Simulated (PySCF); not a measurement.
**How exact exchange moves a shielding**

Molecule: SMILES BP, BH4P.

Numbering as in the mapped SMILES `[BH2:1][PH2:2]`; H(Xn) means a hydrogen on atom n.

GIAO shieldings (ppm, equivalent atoms averaged) in PySCF on the PBE0-D3(BJ)/def2-SVP geometry, basis pcSseg-2, gas phase, non-relativistic:

```tsv
functional	exact exchange (%)	σ(B1)	σ(P2)
BLYP	0	2.5	409.5
BP86	0	5.9	423.9
PBE	0	4.0	426.7
B3LYP	20	5.9	426.4
PBE0	25	8.7	447.6
BHandHLYP	50	12.2	449.5
HF	100	27.3	488.6
```

Task: Fit each shielding as a line in the percentage of exact exchange.

Result: σ(B1) = 3.2 + 0.23 x (rms 1.7 ppm); σ(P2) = 420.1 + 0.68 x (rms 7.1 ppm). The functionals also differ in their semilocal parts, which the line can't hold; Hartree–Fock has no correlation at all.

Task: What does the line predict for mPW1PW91 (25 %), and what does the run give?

Result: σ(B1): 8.9 predicted, 9.2 computed; σ(P2): 437.1 predicted, 445.0 computed ppm.
